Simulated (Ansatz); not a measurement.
[H···H···CH$_{2}$], triplet: reading a ladder of total energies

All five atoms lie in one plane.

Geometry: a point of a hydrogen-transfer path between rigid fragments, not a stationary point.

```csv
atom,x (Å),y (Å),z (Å)
H,-2.1794,0.0000,0.0000
H,-1.1354,0.0000,0.0000
C,0.1786,0.0000,0.0000
H,0.5931,0.0000,0.9962
H,0.5931,0.0000,-0.9962
```

Basis 6-31G; Ansatz 0.2.0. Correlated methods freeze the noble-gas cores, which leaves 8 electrons in 16 orbitals. Prefix R: restricted or restricted open-shell reference; prefix U: unrestricted.

Full CI is exact within this basis and frozen core; it isn't the basis-set limit. The frozen core follows each run's orbitals, which can shift R against U totals by a few meV.

Runs differ by some tens of microhartree through their thresholds and, for an open shell, their frozen cores, so steps under 0.1 kcal/mol mean nothing.

| level | total energy (hartree) |
| --- | --- |
| UHF | -40.009073 |
| UMP2 | -40.085971 |
| UCCSD | -40.108695 |
| UCCSD(T) | -40.109979 |
| UCCSDT | -40.110309 |
| UCCSDT(Q) | -40.110408 |
| UCCSDTQ | -40.110416 |
| full CI | -40.110400 |

**Question.** What is the correlation energy at full CI, and what share of it do UMP2 and UCCSD recover?

**Answer.** E(corr) = -40.110400 − (-40.009073) = -0.101327 hartree = -2.757 eV. UMP2: -0.076898 / -0.101327 = 75.89 %. UCCSD: -0.099622 / -0.101327 = 98.32 %.

**Question.** By how many kcal/mol does UCCSD(T) miss full CI (1 hartree = 627.509 kcal/mol), and which steps make up the rest?

**Answer.** -40.109979 − (-40.110400) = 0.000421 hartree = 0.26 kcal/mol. Steps: UCCSDT − UCCSD(T) = -0.21, UCCSDT(Q) − UCCSDT = -0.06, UCCSDTQ − UCCSDT(Q) = -0.01, full CI − UCCSDTQ = 0.01 kcal/mol. That is within 1 kcal/mol of the reference in this basis, which itself misses far more of the correlation at the basis-set limit.
